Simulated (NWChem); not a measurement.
System: SiH$_{2}$, singlet; SMILES [SiH2]

Here is an NWChem input.

```
start job
memory heap 200 mb stack 900 mb global 1100 mb
geometry units angstroms noautoz
  Si     0.000000     0.000000     0.180908
  H      1.093423     0.000000    -0.889802
  H     -1.093423     0.000000    -0.889802
end
basis spherical
  * library def2-svpd
end
dft
  xc slater vwn_5
  iterations 150
end
tddft
  nroots 6
end
task tddft energy
```

Low-valent species are run as closed-shell singlets; no triplet was tried in these runs. All runs use the structure optimised with B3LYP/6-31G* (spherical d).

Vertical excitations in the gas phase.

### Question
Give the results of this calculation. (LDA (Slater exchange, VWN5)/def2-SVPD, full TDDFT.) Quantities: lowest excitation, singlet (eV); oscillator strength of that lowest state; lowest state with f > 0.02, singlet (eV); oscillator strength of that bright state; lowest triplet (eV); orbital gap (eV).

### Answer
The lowest excitation, singlet (eV) is 2.16. The oscillator strength of that lowest state is 0.009 and the lowest state with f > 0.02, singlet (eV) is 6.09. The oscillator strength of that bright state is 0.176, the lowest triplet (eV) is 0.96 and the orbital gap (eV) is 1.62.
